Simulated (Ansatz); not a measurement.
A made-up structure of CH₃BN (charge -1), closed shell:

B1  (1.474, -0.388, 0.633)
N2  (0.384, -0.093, 0.091)
C3  (-0.733, 0.224, -0.612)
H4  (-1.365, -0.542, -0.981)
H5  (-0.975, 1.239, -0.797)
H6  (1.341, -0.477, 1.771)
(Å)

It is relaxed with PBE-D4/def2-SVPD and then PBE0-D4/def2-TZVPD (Ansatz 0.2.0). Atoms count as bonded within 1.22 times the sum of their covalent radii (H–H: 0.88 Å). The end point is not checked to be a true minimum.

(1) Does its bonding change? (A judgement: the text doesn't fix the answer.)

The highest PBE0 orbital of the anion lies well above zero, so the extra electron may be unbound in the gas phase

## Answers

(1) The calculation gives: No: no bond forms or breaks.

Where it ends: The first stage lowers the energy by 0.44 eV in 9 steps. It ends as CH₃BN ([BH][N][CH2]), total charge -1:
B1  (1.393, -0.377, 0.696)
N2  (0.290, -0.073, 0.089)
C3  (-0.777, 0.232, -0.598)
H4  (-1.378, -0.546, -1.070)
H5  (-0.981, 1.265, -0.882)
H6  (1.579, -0.539, 1.870)
(Å)

Labels in which every atom is bracketed show which atoms are joined, not bond orders.

For scale, one of the runs: PBE0-D4/def2-TZVPD relaxation, 138 basis functions, launched by `ansatz run in.yaml --threads 2 --pin off --events-out ev --progress --plain --max-ram 4352MiB`. Hardware: 2 CPU threads of an Arm Neoverse V2, shared host. Wall time about 18 s.
